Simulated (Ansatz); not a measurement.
Program: Ansatz. Geometries: PBE0-D4/def2-TZVP. ΔE: electronic, gas phase. CBS: MP2 limit from def2 TZ/QZ plus the TZ coupled-cluster correction, frozen cores. Double bonds are as drawn, so ΔE can hold a change between cis and trans. Functionals use def2-TZVPP. B3LYP here is the variant with VWN-RPA as its local correlation; programs differ in this. One conformer a species, not always the lowest.

Reaction (substitution at a C–C bond): `C=CC(C)(C)C` + `N/C=C/C=O` → `CN/C=C/C=O` + `C=CC(C)C`

`C=CC(C)(C)C`:

Z-matrix (Å, degrees):
```
C
C 1 1.504
C 1 1.531 2 108.2
C 1 1.532 2 108.1 3 117.9
C 1 1.522 2 112.5 3 -121.1
C 2 1.325 1 127.5 3 121.3
H 2 1.090 1 114.1 3 -58.8
H 3 1.093 1 111.1 2 57.0
H 3 1.094 1 110.5 2 176.7
H 3 1.092 1 111.0 2 -63.1
H 4 1.093 1 111.1 2 -57.0
H 4 1.093 1 110.9 2 63.2
H 4 1.094 1 110.5 2 -176.7
H 5 1.093 1 110.1 2 180.0
H 5 1.093 1 111.4 2 -60.5
H 5 1.093 1 111.4 2 60.4
H 6 1.084 2 122.3 1 -0.0
H 6 1.084 2 121.0 1 180.0
```

`N/C=C/C=O`:

```xyz
10

N    -0.332    1.492    1.049
C    -0.334    0.544    0.094
C     0.441   -0.560    0.041
C     0.295   -1.470   -1.065
O     0.925   -2.491   -1.232
H     0.297    1.438    1.829
H    -0.939    2.286    0.992
H    -1.050    0.713   -0.707
H     1.176   -0.791    0.806
H    -0.481   -1.162   -1.806
```

`CN/C=C/C=O`:

```xyz
13

C    -0.759   -2.090   -0.390
N    -0.624   -0.683   -0.654
C     0.051    0.164    0.142
C     0.371    1.452   -0.117
C     1.069    2.217    0.881
O     1.415    3.374    0.777
H    -0.686   -2.263    0.684
H     0.014   -2.688   -0.887
H    -1.737   -2.446   -0.720
H    -0.865   -0.359   -1.576
H     0.342   -0.260    1.102
H     0.119    1.935   -1.056
H     1.291    1.648    1.815
```

`C=CC(C)C`:

Z-matrix (Å, degrees):
```
C
C 1 1.499
C 1 1.518 2 113.9
C 1 1.528 2 109.9 3 -125.4
H 1 1.100 2 106.5 3 119.0
C 2 1.326 1 127.0 3 1.6
H 2 1.089 1 114.6 3 -179.3
H 3 1.092 1 111.7 2 57.8
H 3 1.094 1 111.0 2 -62.7
H 3 1.092 1 110.4 2 177.9
H 4 1.093 1 111.4 2 -54.4
H 4 1.094 1 110.5 2 65.4
H 4 1.093 1 110.9 2 -174.7
H 6 1.084 2 121.1 1 179.4
H 6 1.084 2 122.2 1 -0.7
```

Is it downhill or uphill in electronic energy at CCSD(T)/CBS, and by how much? (An estimate is asked.)

The calculation gave: Uphill: ΔE = +0.38 eV.

What do these levels give: r2SCAN-D4, PBE0-D4, B3LYP-D4, B2PLYP, PBE, HF/def2-TZVPP, SCS-MP2/def2-TZVPP, CCSD/def2-TZVPP, HF/def2-QZVPP, MP2/def2-QZVPP, SCS-MP2/def2-QZVPP, CCSD/CBS(def2)? (An estimate is asked.)

Ansatz gave: r2SCAN-D4 0.32, PBE0-D4 0.31, B3LYP-D4 0.28, B2PLYP 0.29, PBE 0.24, HF/def2-TZVPP 0.23, SCS-MP2/def2-TZVPP 0.37, CCSD/def2-TZVPP 0.35, HF/def2-QZVPP 0.23, MP2/def2-QZVPP 0.43, SCS-MP2/def2-QZVPP 0.37, CCSD/CBS(def2) 0.36 eV.

Largest T1 diagnostic among the species: 0.016.

The D4 term adds +0.07 eV with B3LYP and +0.04 eV with PBE0; it sums over pairs of atoms, weighted by their polarisabilities, and B3LYP, whose exchange is more repulsive, gets the larger term. In def2-TZVPP, CCSD(T) changes the Hartree–Fock value by +0.14 eV (the triples alone add +0.02 eV) and MP2 by +0.19 eV.
